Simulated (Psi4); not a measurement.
# One shape, several levels: doublet C3H7F+

Aim: a comparison of 4 runs (UHF/STO-3G, UB3LYP/6-31G*, UHSE06/cc-pVDZ) of doublet C3H7F+. 

The results are computed with Psi4 1.11.

5 further runs of the same task are left out: 4 that didn't finish, 1 set aside as unsound or not needed.

## Step 1: The molecule

C3H7F+: 11 atoms, total charge +1, spin state doublet. As SMILES of the parent species, `CC(C)F`. Geometry: relaxed at PBE0-D4/def2-TZVP. That shape belongs to the parent species and isn't relaxed for this state.

Bond lengths: C1–C2 1.508 Å, C2–C3 1.508 Å, C2–F4 1.396 Å, C1–H5 1.091 Å, C1–H6 1.092 Å, C1–H7 1.092 Å, C2–H8 1.096 Å, C3–H9 1.092 Å, C3–H10 1.091 Å, C3–H11 1.092 Å. Some angles: C1–C2–C3 113.9°, C1–C2–F4 108.3°, C3–C2–F4 108.3°, C1–C2–H8 110.1°, C3–C2–H8 110.1°, F4–C2–H8 105.9°, C2–C1–H5 110.6°, C2–C1–H6 110.3°, C2–C1–H7 110.4°, C2–C3–H9 110.4°.

## Step 2: A single-point energy at UHF/STO-3G (run 1)

The input, c3h7f.xyz:

```xyz
11
C3H7F
C     -0.234500     1.045100    -0.703000
C     -0.479600    -0.306600    -0.081300
C      0.626400    -0.766200     0.834700
F     -0.614100    -1.242400    -1.108400
H     -1.041900     1.303400    -1.390000
H     -0.180600     1.814100     0.071000
H      0.707700     1.043900    -1.256000
H     -1.436600    -0.307200     0.453700
H      1.578500    -0.788700     0.299400
H      0.417300    -1.766700     1.216600
H      0.722800    -0.085600     1.683800
```

The input, c3h7f_ase.py:

```python
import numpy as np
from ase.calculators.psi4 import Psi4
from ase.io import read

a = read('c3h7f.xyz')
calc = Psi4(atoms=a, method='hf', basis='STO-3G', memory='1600MB', num_threads=1, charge=1, multiplicity=2, label='psi4-calc', reference='uhf')
calc.psi4.set_options({'puream': True, 'e_convergence': 1e-09, 'd_convergence': 1e-08, 'scf_type': 'pk', 'maxiter': 100})
a.calc = calc

print(f'energy: {a.get_potential_energy():.6f} eV')
```

On the command line:

```console
python c3h7f_ase.py
```

psi4-calc.dat:

```text
[...]
  Running in c1 symmetry.
[...]
  Nuclear repulsion =  133.058599214639941
[...]
  Multiplicity = 2
[...]
  Nalpha       = 17
  Nbeta        = 16
[...]
    Number of basis functions: 27
[...]
   @UHF iter   1:  -213.84554274497344   -2.74767e+00   1.46630e-02 DIIS/ADIIS
[...]
   @UHF iter  26:  -214.02727830645915    3.41061e-13   4.31329e-09 DIIS
[...]
   @S^2 Observed:                7.536441770E-01
[...]
    Orbital Energies [Eh]
    ---------------------
    Alpha Occupied:
       1A    -26.702047     2A    -11.452715     3A    -11.287972
       4A    -11.287889     5A     -2.104389     6A     -1.329818
       7A     -1.197048     8A     -1.170743     9A     -1.129067
      10A     -1.067133    11A     -0.964261    12A     -0.841203
      13A     -0.777343    14A     -0.765728    15A     -0.741280
      16A     -0.712579    17A     -0.703017
    Alpha Virtual:
      18A      0.125212    19A      0.331363    20A      0.390082
      21A      0.416067    22A      0.479617    23A      0.502712
      24A      0.516838    25A      0.524495    26A      0.534099
[...]
  @UHF Final Energy:  -214.02727830645915
   => Energetics <=
    Nuclear Repulsion Energy =            133.0585992146399406
    One-Electron Energy =                -547.2026365082847406
    Two-Electron Energy =                 200.1167589871856762
    Total Energy =                       -214.0272783064591522
  UHF NO Occupations:
  HONO-2 :   15  A 1.9993902
  HONO-1 :   16  A 1.9988655
[...]
 Multipole Moments:
 ------------------------------------------------------------------------------------
     Multipole            Electronic (a.u.)      Nuclear  (a.u.)        Total (a.u.)
 ------------------------------------------------------------------------------------
 L = 1.  Multiply by 2.5417464519 to convert [e a0] to [Debye]
 Dipole X            :         -2.8053386            2.3802645           -0.4250742
 Dipole Y            :         -4.6123488            4.3660588           -0.2462900
 Dipole Z            :         -3.8620524            3.8102795           -0.0517729
 Magnitude           :                                                    0.4939911
[...]
```

On the terminal:

```text
energy: -5823.978890 eV
```

Wall time 1.6 s (1 thread of Intel Xeon Platinum 8488C (Sapphire Rapids), shared host); peak memory 0.19 GiB.

## Step 3: Energy and forces at UB3LYP/6-31G(d) (spherical functions) (run 2)

The input, calc.py:

```python
import psi4

psi4.set_memory(1600000000)
psi4.set_num_threads(1)
psi4.set_output_file('run.log', False)

geom = psi4.geometry("""
1 2
C     -0.234500     1.045100    -0.703000
C     -0.479600    -0.306600    -0.081300
C      0.626400    -0.766200     0.834700
F     -0.614100    -1.242400    -1.108400
H     -1.041900     1.303400    -1.390000
H     -0.180600     1.814100     0.071000
H      0.707700     1.043900    -1.256000
H     -1.436600    -0.307200     0.453700
H      1.578500    -0.788700     0.299400
H      0.417300    -1.766700     1.216600
H      0.722800    -0.085600     1.683800
symmetry c1
no_reorient
no_com
""")

psi4.set_options({
    'basis': '6-31G*',
    'reference': 'uks',
    'puream': True,
    'e_convergence': 1e-09,
    'd_convergence': 1e-08,
    'scf_type': 'pk',
    'dft_radial_points': 99,
    'dft_spherical_points': 590,
    'maxiter': 100,
})

E, wfn = psi4.gradient('b3lyp', return_wfn=True)
print('gradient / Eh bohr^-1')
print(E.np.round(6))
print(f'energy = {wfn.energy():.10f} Eh')
for k, v in sorted(psi4.core.scalar_variables().items()):
    print(f'{k:45s} {v:18.10f}')
```

On the command line:

```console
python calc.py
```

run.log:

```text
[...]
  Running in c1 symmetry.
[...]
  Nuclear repulsion =  133.058599214639941
[...]
  Multiplicity = 2
[...]
  Nalpha       = 17
  Nbeta        = 16
[...]
    Number of basis functions: 70
[...]
   @UKS iter   1:  -217.71231085757361    6.32985e-02   9.87510e-03 ADIIS/DIIS
[...]
   @UKS iter  20:  -217.95672125298765   -2.90754e-11   5.57757e-09 DIIS
[...]
   @S^2 Observed:                7.527281388E-01
[...]
  @UKS Final Energy:  -217.95672125298765
   => Energetics <=
    Nuclear Repulsion Energy =            133.0585992146399406
    One-Electron Energy =                -552.3393287072567546
    Two-Electron Energy =                 224.7929629715775093
    DFT Exchange-Correlation Energy =     -23.4689547319483189
    Empirical Dispersion Energy =           0.0000000000000000
    VV10 Nonlocal Energy =                  0.0000000000000000
    Total Energy =                       -217.9567212529876485
[...]
 Multipole Moments:
 ------------------------------------------------------------------------------------
     Multipole            Electronic (a.u.)      Nuclear  (a.u.)        Total (a.u.)
 ------------------------------------------------------------------------------------
 L = 1.  Multiply by 2.5417464519 to convert [e a0] to [Debye]
 Dipole X            :          9.6914143           -9.9889033           -0.2974891
 Dipole Y            :         19.1524789          -19.1516184            0.0008605
 Dipole Z            :         16.4300148          -16.2416291            0.1883856
 Magnitude           :                                                    0.3521216
[...]
  -Total Gradient:
     Atom            X                  Y                   Z
    ------   -----------------  -----------------  -----------------
       1        0.032250972405    -0.020725585022    -0.004831042949
       2       -0.076317737113     0.012206301493     0.056042813958
       3        0.017035214211     0.011629058138    -0.032333419876
       4        0.009418806436    -0.013230868774    -0.020734167424
       5       -0.000753205913    -0.006588275596     0.006484139795
       6        0.003334287553     0.000748527706    -0.002700295186
       7       -0.005425561159     0.009782645918     0.006642911631
       8        0.025197362538    -0.001652416666    -0.015838171695
       9       -0.002236758901     0.002952704219     0.012446365703
      10       -0.006509583733     0.005556624428    -0.003764767125
      11        0.003996758290    -0.000684242208    -0.001415625218
[...]
```

Standard output:

```text
gradient / Eh bohr^-1
[[ 0.032251 -0.020726 -0.004831]
 [-0.076318  0.012206  0.056043]
 [ 0.017035  0.011629 -0.032333]
 [ 0.009419 -0.013231 -0.020734]
 [-0.000753 -0.006588  0.006484]
 [ 0.003334  0.000749 -0.0027  ]
 [-0.005426  0.009783  0.006643]
 [ 0.025197 -0.001652 -0.015838]
 [-0.002237  0.002953  0.012446]
 [-0.00651   0.005557 -0.003765]
 [ 0.003997 -0.000684 -0.001416]]
energy = -217.9567212530 Eh
CURRENT ENERGY                                   -217.9567212530
CURRENT REFERENCE ENERGY                         -217.9567212530
DD SOLVATION ENERGY                                 0.0000000000
DFT FUNCTIONAL TOTAL ENERGY                      -217.9567212530
DFT TOTAL ENERGY                                 -217.9567212530
DFT VV10 ENERGY                                     0.0000000000
DFT XC ENERGY                                     -23.4689547319
GRID ELECTRONS ALPHA                               16.9999998898
GRID ELECTRONS BETA                                15.9999999777
GRID ELECTRONS TOTAL                               32.9999998675
NUCLEAR REPULSION ENERGY                          133.0585992146
ONE-ELECTRON ENERGY                              -552.3393287073
PCM POLARIZATION ENERGY                             0.0000000000
PE ENERGY                                           0.0000000000
SCF ITERATION ENERGY                             -217.9567212530
SCF ITERATIONS                                     20.0000000000
SCF TOTAL ENERGY                                 -217.9567212530
TWO-ELECTRON ENERGY                               224.7929629716
XC GRID RADIAL POINTS                              99.0000000000
XC GRID SPHERICAL POINTS                          590.0000000000
XC GRID TOTAL POINTS                           601865.0000000000
```

It took 50 s on 1 thread of Intel Xeon Platinum 8488C (Sapphire Rapids), shared host; peak memory 0.85 GiB.

Run 3 isn't shown in full; the table further down has it.

## Step 4: Energy and forces at UHSE06/cc-pVDZ (run 4)

The input, c3h7f.inp:

```
memory 1.6 GB

molecule molecule1 {
  1 2
  C
  C 1 1.507872
  C 2 1.507821 1 113.85887
  F 2 1.395975 3 108.25902 1 120.43626
  H 1 1.091138 2 110.58045 4 56.8664
  H 1 1.092402 5 108.41938 2 -121.0406
  H 1 1.092498 5 108.64619 6 -117.70059
  H 2 1.096392 4 105.93567 1 118.06034
  H 3 1.092496 2 110.3566 8 178.72969
  H 3 1.091133 9 108.63987 2 121.39149
  H 3 1.092465 10 108.42862 9 -117.69456
  symmetry c1
  no_reorient
  no_com
}

set {
  reference uks
  puream true
  e_convergence 1e-09
  d_convergence 1e-08
  scf_type pk
  dft_radial_points 99
  dft_spherical_points 590
  maxiter 100
}

e, wfn = gradient("hse06/cc-pVDZ", return_wfn=True)
oeprop(wfn, "QUADRUPOLE", "MULLIKEN_CHARGES", "MAYER_INDICES")
print_variables()
```

On the command line:

```console
psi4 -i c3h7f.inp -o c3h7f.out -n 1
```

c3h7f.out:

```text
[...]
  Running in c1 symmetry.
[...]
  Nuclear repulsion =  133.058594560611880
[...]
  Multiplicity = 2
[...]
  Nalpha       = 17
  Nbeta        = 16
[...]
    Number of basis functions: 91
[...]
   @UKS iter   1:  -217.43778082609205    1.95120e-01   8.47582e-03 DIIS/ADIIS
[...]
   @UKS iter  20:  -217.74131992998647   -2.67733e-11   5.23676e-09 DIIS
[...]
   @S^2 Observed:                7.532683446E-01
[...]
  @UKS Final Energy:  -217.74131992998647
   => Energetics <=
    Nuclear Repulsion Energy =            133.0585945606118798
    One-Electron Energy =                -552.2896790449242417
    Two-Electron Energy =                 223.8361540586242597
    DFT Exchange-Correlation Energy =     -22.3463895042983687
    Empirical Dispersion Energy =           0.0000000000000000
    VV10 Nonlocal Energy =                  0.0000000000000000
    Total Energy =                       -217.7413199299864743
[...]
  -Total Gradient:
     Atom            X                  Y                   Z
    ------   -----------------  -----------------  -----------------
       1       -0.029370701382    -0.025152288853     0.001127843452
       2        0.098040167047     0.046018631353     0.029493426444
       3       -0.029431137364    -0.009427287700    -0.023134747431
       4       -0.032982909043     0.005938454263     0.003916323437
       5        0.002709844291    -0.005437083826     0.009630541149
       6       -0.006202653221    -0.000112103368    -0.001398267997
       7        0.015101298563     0.002960155790    -0.004600214200
       8       -0.029582379091    -0.017129438661    -0.011052088680
       9        0.015119776545    -0.002944493838     0.004516288059
      10        0.002730617630     0.006622966270    -0.008917971388
      11       -0.006152879502    -0.001317193570     0.000432085023
[...]
  Mulliken Charges: (a.u.)
   Center  Symbol    Alpha    Beta     Spin     Total
       1     C     3.07618  2.98129  0.09489 -0.05747
       2     C     3.04087  2.93151  0.10936  0.02763
       3     C     3.07587  2.98175  0.09412 -0.05762
       4     F     4.66233  4.36979  0.29254 -0.03212
       5     H     0.43624  0.42301  0.01323  0.14075
       6     H     0.43524  0.43509  0.00015  0.12968
       7     H     0.45445  0.37953  0.07492  0.16602
       8     H     0.49271  0.26065  0.23206  0.24664
       9     H     0.45453  0.37945  0.07508  0.16602
      10     H     0.43636  0.42279  0.01357  0.14085
      11     H     0.43525  0.43515  0.00010  0.12961
[...]
```

Wall time 2 min (1 thread of Intel Xeon Platinum 8488C (Sapphire Rapids), shared host); peak memory 0.96 GiB.

## Step 5: Overview of the runs

```csv
run,level,task,integration grid,energy (Eh),HOMO energy (eV),LUMO energy (eV),⟨S²⟩,wall time
1,UHF/STO-3G,energy,–,-214.027278,-19.09,-5.55,0.754,1.6 s
2,UB3LYP/6-31G* (spherical functions),gradient,99 radial × 590 angular,-217.956721,-15.99,-14.10,0.753,50 s
3,UB3LYP/6-31G* (Cartesian functions),energy,99 radial × 590 angular,-217.959823,-15.99,-14.10,0.753,44 s
4,UHSE06/cc-pVDZ,gradient,99 radial × 590 angular,-217.741320,-15.85,-14.28,0.753,2 min
```

## Step 6: What came out

| quantity | value |
| --- | --- |
| run 4: total energy | -217.74132 Eh |
| run 4: HOMO energy (highest over α and β) | -15.85 eV |
| run 4: LUMO energy (lowest over α and β) | -14.28 eV |
| run 4: ⟨S²⟩ | 0.753 |
| run 4: largest force on an atom | 5.772 eV/Å |

**Reading.** Totals of different functionals can't be ranked against each other. In run 1 the basis is minimal, so the values are rough. All runs together took 3.6 min, the longest 2 min.
